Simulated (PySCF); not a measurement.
Compound: C₂H₄Cl₂.
SMILES with atom numbers: `[CH3:1][CH:2]([Cl:3])[Cl:4]` (hydrogens: H5, H6, H7 on C1; H8 on C2)

Structure used (PBE0-D3(BJ)/def2-SVP), in Å, numbered top down from 1:
```xyz
8
C2H4Cl2 angstrom
C     -0.875   -0.059    0.038
C      0.627   -0.030    0.140
Cl     1.293    1.379   -0.728
Cl     1.332   -1.544   -0.488
H     -1.295    0.871    0.449
H     -1.270   -0.915    0.606
H     -1.182   -0.156   -1.012
H      0.975    0.060    1.176
```

Computed with EOM-IP-CCSD/aug-cc-pVDZ in PySCF, restricted Hartree–Fock reference, frozen core, non-relativistic, gas phase, PBE0-D3(BJ)/def2-SVP geometry.

Hartree–Fock orbital energies give these Koopmans values (eV): HOMO 11.98, HOMO-1 12.06, HOMO-2 12.67, HOMO-3 12.72, HOMO-4 14.57, HOMO-5 14.91, HOMO-6 16.31, HOMO-7 17.12.

Question: What vertical ionisation energies does EOM-IP-CCSD give?

Answer: 
| leading hole (HF orbital) | Koopmans (eV) | EOM-IP-CCSD (eV) | change (eV) | one-hole share |
| --- | --- | --- | --- | --- |
| HOMO | 11.98 | 11.09 | -0.89 | 0.96 |
| HOMO-1 | 12.06 | 11.14 | -0.92 | 0.96 |
| HOMO-2 | 12.67 | 11.70 | -0.97 | 0.95 |
| HOMO-3 | 12.72 | 11.83 | -0.89 | 0.96 |
| HOMO-4 | 14.57 | 13.75 | -0.82 | 0.96 |
| HOMO-5 | 14.91 | 13.93 | -0.98 | 0.96 |
| HOMO-6 | 16.31 | 15.00 | -1.31 | 0.95 |
| HOMO-7 | 17.12 | 16.02 | -1.10 | 0.95 |

Question: Does the order of the lines follow the orbital energies?

Answer: Yes, no two lines change places. The corrections run from -1.31 to -0.82 eV, with a mean of -0.99 eV over the 8 lines; no line lies above its Koopmans value.

Question: At what kinetic energies would He II light (40.81 eV) eject these electrons?

Answer: 29.72 eV (HOMO), 29.67 eV (HOMO-1), 29.11 eV (HOMO-2), 28.98 eV (HOMO-3), 27.06 eV (HOMO-4), 26.88 eV (HOMO-5), 25.81 eV (HOMO-6), 24.79 eV (HOMO-7).

Question: What total energy has the lowest final state, and which wavelength reaches it?

Answer: E(CCSD) + ionisation energy = -997.72619 + 0.40763 = -997.31856 Eh, at the geometry of the initial state. The threshold wavelength is 1239.84 eV nm/11.09 eV = 111.8 nm.

Lines less than 0.15 eV apart could change places at a higher level. One root was sought for each valence orbital with −ε under 21 eV, eight at most, so deeper holes and satellites are missing; no vibrational structure.
